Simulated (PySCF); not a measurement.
**Solver options tried on LiAl**

Aim: find out which solver settings change the answer for LiAl.

Program: PySCF 2.14.0. Level of theory: method and basis as typed in the scripts. These are calculated values, not measurements.

### Step 1. The system as given

LiAl: 2 atoms, charge 0, spin multiplicity 1.

No contacts short enough for the rule that draws bonds.

### Step 2. Base script

The input, input.py:

```python
from pyscf import gto, scf, cc

mol = gto.M(
    atom='Li 0 0 0; Al 0 0 2.604',
    basis='6-311++g**',
    charge=0,
    spin=0,
    verbose=3,
)
mf = scf.RHF(mol)
mf.kernel()
mycc = cc.CCSD(mf, frozen=5)
mycc.kernel()
mycc.ccsd_t()
mf.dip_moment()
print('orbital energies (hartree):', mf.mo_energy[..., max(0, mol.nelec[1]-3):mol.nelec[0]+3].round(4))
```

On the command line:

```sh
> OMP_NUM_THREADS=1 python input.py
```

Its log is not repeated here.

It gives: E(SCF) = -249.303289 Eh, E(CCSD) − E(SCF) = -0.09136 Eh, (T) = -0.00250 Eh, μ = 4.35 D (of the SCF density).

The bond length is a typed value, not an optimised one.

### Step 3. Initial guess hcore

Variant 1 changes initial guess: minao → hcore.

The input, input.py:

```python
from pyscf import gto, scf, cc

mol = gto.M(
    atom='Li 0 0 0; Al 0 0 2.604',
    basis='6-311++g**',
    charge=0,
    spin=0,
    verbose=3,
)
mf = scf.RHF(mol)
mf.init_guess = 'hcore'
mf.kernel()
mycc = cc.CCSD(mf, frozen=5)
mycc.kernel()
mycc.ccsd_t()
mf.dip_moment()
print('orbital energies (hartree):', mf.mo_energy[..., max(0, mol.nelec[1]-3):mol.nelec[0]+3].round(4))
```

On the command line:

```sh
> OMP_NUM_THREADS=1 python input.py
```

### Step 4. Smearing width 0.05 hartree

Variant 2 changes smearing width: none → 0.05 hartree; step after the SCF: ccsd(t) → none.

Changes to input.py since step 2:

```diff
@@ -1,2 +1,2 @@
-from pyscf import gto, scf, cc
+from pyscf import gto, scf
 
@@ -10,6 +10,4 @@
 mf = scf.RHF(mol)
+mf = scf.addons.smearing_(mf, sigma=0.05, method='fermi')
 mf.kernel()
-mycc = cc.CCSD(mf, frozen=5)
-mycc.kernel()
-mycc.ccsd_t()
 mf.dip_moment()
```

### Step 5. Convergence threshold 1e-13 hartree

Variant 3 changes convergence threshold: default → 1e-13 hartree.

Changes to input.py since step 2:

```diff
@@ -10,2 +10,3 @@
 mf = scf.RHF(mol)
+mf.conv_tol = 1e-13
 mf.kernel()
```

### Step 6. Initial guess 1e

Variant 4 changes initial guess: minao → 1e.

Changes to input.py since step 2:

```diff
@@ -10,2 +10,3 @@
 mf = scf.RHF(mol)
+mf.init_guess = '1e'
 mf.kernel()
```

### Step 7. Point-group symmetry on

Variant 5 changes point-group symmetry: off → on.

Changes to input.py since step 2:

```diff
@@ -7,2 +7,3 @@
     spin=0,
+    symmetry=True,
     verbose=3,
```

Before running it: what results should come out? Wanted: for each run, E(SCF); from base; gap; SCF dipole; after the SCF.

The runs gave:

```
                                run  E(SCF) (hartree)  from base (eV)  gap (eV)  SCF dipole (D)                               after the SCF
                               base       -249.303289               0      4.95            4.35  CCSD(T) correlation -2.554 eV, core frozen
                initial guess hcore       -249.247996         +1.5046      3.64            4.53  CCSD(T) correlation -2.489 eV, core frozen
        smearing width 0.05 hartree       -249.107493         +5.3279       n/a            0.63                                         n/a
convergence threshold 1e-13 hartree       -249.303289          0.0000      4.95            4.35  CCSD(T) correlation -2.554 eV, core frozen
                   initial guess 1e       -249.247996         +1.5046      3.64            4.53  CCSD(T) correlation -2.489 eV, core frozen
            point-group symmetry on       -249.303289          0.0000      4.95            4.35  CCSD(T) correlation -2.554 eV, core frozen
```

No change of the SCF energy comes from convergence threshold 1e-13 hartree or point-group symmetry on. Of the runs whose energies can be compared, “smearing width 0.05 hartree” moves the SCF energy most (+5.328 eV). With initial guess hcore the SCF ends in another solution, 1.50 eV higher: the path to self-consistency decides the state here. With initial guess 1e the SCF ends in another solution, 1.50 eV higher: the path to self-consistency decides the state here.
